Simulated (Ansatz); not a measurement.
Process, species as SMILES: F[CH]F → F[CH-]F (an electron is taken up)
B3LYP-D3(BJ)/def2-TZVP geometries, fixed; electronic energies without zero-point terms; positive where energy is released.
Largest species:
```xyz
4

C      0.0374     0.0032     0.5083
F     -0.0384     1.0965    -0.2444
F     -0.0849    -1.0976    -0.2269
H      0.8851    -0.0093     1.1920
```
Charge 0, spin multiplicity 2.

Effect of a fitting basis named in the input at wB97M-V/def2-TZVPP with Ansatz (a program for electronic structure), against the last row, where the adiabatic electron affinity is 0.46 eV. Open shells are unrestricted. The default fits or decomposes integrals by the program's own choice; accuracy: high also tightens integrals, grids and stops.

| setting | largest shift of a total energy (mEh) | shift of the adiabatic electron affinity (eV) |
|---|---|---|
| fitting: def2-SV(P)-JKFIT | -0.051 | 0.000 |
| fitting: def2-universal-JKFIT | -0.051 | 0.000 |
| fitting: cc-pVTZ-JKFIT | -0.031 | 0.000 |
| fitting: cc-pVQZ-JKFIT | -0.014 | 0.000 |
| fitting: cc-pV5Z-JKFIT | -0.011 | 0.000 |
| accuracy: high | -0.005 | 0.000 |
| accuracy: medium (default) | 0.000 | 0.000 |

Within 0.002 eV in the adiabatic electron affinity: fitting: def2-SV(P)-JKFIT; fitting: def2-universal-JKFIT; fitting: cc-pVTZ-JKFIT; fitting: cc-pVQZ-JKFIT; fitting: cc-pV5Z-JKFIT; accuracy: high. The largest shift is 0.051 mEh in a total energy and 0.000 eV in the difference.
